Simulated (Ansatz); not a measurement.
Dissociation curve of NaCl, singlet.

- RKS-PBE = restricted PBE/cc-pVDZ in Ansatz (a quantum-chemistry and plane-wave program)
- UKS-PBE = unrestricted PBE/cc-pVDZ (Ansatz)
- RKS-B3LYP = restricted B3LYP/cc-pVDZ run with Ansatz
- FCI = full CI/cc-pVDZ, frozen core in Ansatz

Energies relative to the lowest point of each curve near equilibrium, in mEh; the last columns give the error against full CI:

| R / Å | RKS-PBE | UKS-PBE | RKS-B3LYP | FCI | RKS-PBE − FCI | UKS-PBE − FCI | RKS-B3LYP − FCI |
|---|---|---|---|---|---|---|---|
| 1.90 | 54.5 | 54.5 | 54.3 | 61.0 | -6.5 | -6.5 | -6.7 |
| 2.04 | 22.0 | 22.0 | 21.6 | 25.3 | -3.4 | -3.4 | -3.7 |
| 2.12 | 11.4 | 11.4 | 11.1 | 13.6 | -2.1 | -2.1 | -2.5 |
| 2.20 | 4.9 | 4.9 | 4.6 | 6.1 | -1.2 | -1.2 | -1.5 |
| 2.28 | 1.3 | 1.3 | 1.2 | 1.9 | -0.5 | -0.5 | -0.7 |
| 2.36 | 0.0 | 0.0 | 0.0 | 0.0 | 0.0 | 0.0 | 0.0 |
| 2.46 | 0.6 | 0.6 | 0.7 | 0.1 | 0.5 | 0.5 | 0.7 |
| 2.49 | 1.1 | 1.1 | 1.3 | 0.5 | 0.6 | 0.6 | 0.8 |
| 2.61 | 4.5 | 4.5 | 5.0 | 3.6 | 0.9 | 0.9 | 1.4 |
| 2.76 | 10.6 | 10.6 | 11.4 | 9.6 | 1.0 | 1.0 | 1.8 |
| 2.90 | 17.4 | 17.4 | 18.4 | 16.4 | 1.0 | 1.0 | 2.0 |
| 3.19 | 32.4 | 32.4 | 34.0 | 32.2 | 0.2 | 0.2 | 1.8 |
| 3.48 | 46.7 | 46.7 | 49.1 | 48.1 | -1.4 | -1.4 | 1.0 |
| 3.91 | 65.1 | 65.1 | 68.6 | 69.8 | -4.7 | -4.7 | -1.2 |
| 4.20 | 75.1 | 75.1 | 79.5 | 82.6 | -7.5 | -7.5 | -3.0 |
| 4.75 | 89.6 | 88.3 | 95.7 | 102.8 | -13.2 | -14.6 | -7.1 |
| 5.19 | 97.8 | 95.0 | 105.0 | 115.4 | -17.7 | -20.5 | -10.5 |
| 5.73 | 104.7 | 100.3 | 113.1 | 127.2 | -22.5 | -26.9 | -14.1 |
| 6.40 | 110.3 | 104.4 | 120.0 | 135.3 | -24.9 | -30.8 | -15.3 |
| 7.14 | 114.3 | 107.3 | 125.0 | 136.7 | -22.4 | -29.4 | -11.7 |

RKS-PBE is furthest from FCI at 6.40 (-24.9 mEh, below); its mean absolute error over the points is 6.6 mEh.

UKS-PBE is furthest from FCI at 6.40 (-30.8 mEh, below); its mean absolute error over the points is 7.7 mEh.

RKS-B3LYP is furthest from FCI at 6.40 (-15.3 mEh, below); its mean absolute error over the points is 4.4 mEh.

The scan ran from 1.90 to 9.47 Å; beyond the distances shown full CI changes its symmetry label. The restricted form behind RKS-PBE, RKS-B3LYP keeps the bonding electrons paired and can't separate into open-shell fragments. The unrestricted determinant behind UKS-PBE is spin-contaminated at 4.20 to 7.14 Å (<S²> up to 0.5, against 0.00 for a pure singlet).
